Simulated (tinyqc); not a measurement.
Extended Hueckel theory, for CO-, step by step. The parameters take no account of the charge, which enters only through the electron count, and nothing here shows that the anion is bound. Computed by tinyqc, a small Python program that keeps every step (integrals from PySCF). Settings: charge = -1, K = 1.75, weighted = 1, multiplicity = 2. Command: `OMP_NUM_THREADS=1 python tinyqc.py 21602 21603 out.jsonl` (the two numbers bound the seeds that draw the settings). One thread of a shared host (Intel(R) Xeon(R) Processor @ 2.60GHz), about 0.01 s of CPU time with the checks.

## Overlaps

Geometry (angstrom):
```
atom       x       y       z
C     0.0000  0.0000  0.0000
O     0.0000  0.0000  1.2790
```

Parameters chosen for this run:
```
element  shell  Slater exponent  H_ii (eV)
C           2s           1.6250   -21.4000
C           2p           1.6250   -11.4000
O           2s           2.2750   -32.3000
O           2p           2.2750   -14.8000
```

Slater orbitals, each expanded in six Gaussians scaled to its exponent.

overlap S:
```
          1C 2s  1C 2px  1C 2py   1C 2pz   2O 2s  2O 2px  2O 2py   2O 2pz
1C 2s    1.0000  0.0000  0.0000   0.0000  0.3426  0.0000  0.0000  -0.2903
1C 2px   0.0000  1.0000  0.0000   0.0000  0.0000  0.1906  0.0000   0.0000
1C 2py   0.0000  0.0000  1.0000   0.0000  0.0000  0.0000  0.1906   0.0000
1C 2pz   0.0000  0.0000  0.0000   1.0000  0.4297  0.0000  0.0000  -0.3046
2O 2s    0.3426  0.0000  0.0000   0.4297  1.0000  0.0000  0.0000   0.0000
2O 2px   0.0000  0.1906  0.0000   0.0000  0.0000  1.0000  0.0000   0.0000
2O 2py   0.0000  0.0000  0.1906   0.0000  0.0000  0.0000  1.0000   0.0000
2O 2pz  -0.2903  0.0000  0.0000  -0.3046  0.0000  0.0000  0.0000   1.0000
```

## Wolfsberg-Helmholz matrix

diagonal H_ii (eV): 1C 2s -21.4000, 1C 2px -11.4000, 1C 2py -11.4000, 1C 2pz -11.4000, 2O 2s -32.3000, 2O 2px -14.8000, 2O 2py -14.8000, 2O 2pz -14.8000

K = 1.7500

H_ij = K' S_ij (H_ii + H_jj)/2 for i != j (the diagonal keeps H_ii), with K' = K + D^2 + D^4 (1 - K), D = (H_ii - H_jj)/(H_ii + H_jj), K = 1.75.

H (eV):
```
           1C 2s    1C 2px    1C 2py    1C 2pz     2O 2s    2O 2px    2O 2py    2O 2pz
1C 2s   -21.4000    0.0000    0.0000    0.0000  -16.4661    0.0000    0.0000    9.3658
1C 2px    0.0000  -11.4000    0.0000    0.0000    0.0000   -4.4119    0.0000    0.0000
1C 2py    0.0000    0.0000  -11.4000    0.0000    0.0000    0.0000   -4.4119    0.0000
1C 2pz    0.0000    0.0000    0.0000  -11.4000  -18.2103    0.0000    0.0000    7.0504
2O 2s   -16.4661    0.0000    0.0000  -18.2103  -32.3000    0.0000    0.0000    0.0000
2O 2px    0.0000   -4.4119    0.0000    0.0000    0.0000  -14.8000    0.0000    0.0000
2O 2py    0.0000    0.0000   -4.4119    0.0000    0.0000    0.0000  -14.8000    0.0000
2O 2pz    9.3658    0.0000    0.0000    7.0504    0.0000    0.0000    0.0000  -14.8000
```

## Orbitals

valence electrons = 11

Solve H C = S C e through S^(-1/2); fill by pairs from the bottom, a degenerate level sharing its electrons equally; each orbital has its largest coefficient positive (the first on a tie).

orbital energies (eV): -34.4816  -19.6076  -15.3568  -15.3568  -13.7842  -10.0857  -10.0857  20.1403

occupations: 2.0000  2.0000  2.0000  2.0000  2.0000  0.5000  0.5000  0.0000

coefficients:
```
           MO1      MO2     MO3      MO4      MO5      MO6      MO7      MO8
1C 2s   0.2902   0.7262  0.0000   0.0000   0.4045   0.0000   0.0000   0.7816
1C 2px  0.0000   0.0000  0.0557   0.3264   0.0000   0.4656   0.8434   0.0000
1C 2py  0.0000   0.0000  0.3264  -0.0557   0.0000   0.8434  -0.4656   0.0000
1C 2pz  0.1240  -0.3133  0.0000   0.0000  -0.4985   0.0000   0.0000   1.0814
2O 2s   0.8118  -0.3162  0.0000   0.0000   0.0742   0.0000   0.0000  -0.9023
2O 2px  0.0000   0.0000  0.1486   0.8700   0.0000  -0.2458  -0.4453   0.0000
2O 2py  0.0000   0.0000  0.8700  -0.1486   0.0000  -0.4453   0.2458   0.0000
2O 2pz  0.0313  -0.4847  0.0000   0.0000   0.7368   0.0000   0.0000   0.7484
```

sum of one-electron energies = -207.2595 eV

Within a degenerate level the vectors are fixed only up to a rotation; this is one choice.

## Mulliken analysis

P = C n C^T; charge = valence electrons (C 4, O 6) minus the sum of (P S)_ii on the atom; overlap population = 2 sum P_ij S_ij between two atoms.

charges: 1C -0.0898, 2O -0.9102

Overlap populations:
```
pair     value
2-1   0.897820
```
